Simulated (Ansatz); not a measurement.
## Dissociation curves of C2H2O (ethenone)

The species is C2H2O (5 atoms), meant as a singlet with charge 0. As SMILES, `C=C=O`. The coordinates come from a PBE0-D4/def2-TZVP relaxation.

```xyz
5

C    -0.3618    0.2790   -0.2707
C     0.5353   -0.4298    0.3625
O     1.3290   -1.0570    0.9227
H    -1.2041   -0.2173   -0.7291
H    -0.2485    1.3514   -0.3268
```

The C2–O3 distance is scanned; the parts on either side stay rigid. Basis STO-3G, 3 core orbitals frozen in the correlated methods; program Ansatz 0.2.0. FCI is exact within this basis and core. Energies in eV from each method's value at 1.156 Å; methods without a U are spin-restricted. The shape above is that at 1.156 Å.

| distance (Å) | HF | revPBE | r2SCAN | BHLYP | BCCD(T) | FCI |
| --- | --- | --- | --- | --- | --- | --- |
| 1.156 | 0.00 | 0.00 | 0.00 | 0.00 | 0.00 | 0.00 |
| 1.445 | 2.37 | 1.03 | 1.37 | 1.85 | 1.01 | 0.95 |
| 1.735 | 5.51 | 4.21 | 4.77 | 5.39 | 3.79 | 3.66 |
| 2.313 | 7.05 | 8.72 | 9.32 | 8.61 | 8.17 | 6.41 |
| 2.891 | 7.35 | 10.40 | 10.67 | 9.21 | 8.22 | 6.81 |

Departure from the FCI curve at its largest: HF +1.85 eV at 1.74 Å; revPBE +3.59 eV at 2.89 Å; r2SCAN +3.86 eV at 2.89 Å; BHLYP +2.40 eV at 2.89 Å; BCCD(T) +1.76 eV at 2.31 Å. Restricted functionals keep the electrons paired too, and rise too high. Restricted Hartree–Fock keeps the electrons paired, so it rises far too high as the bond breaks.
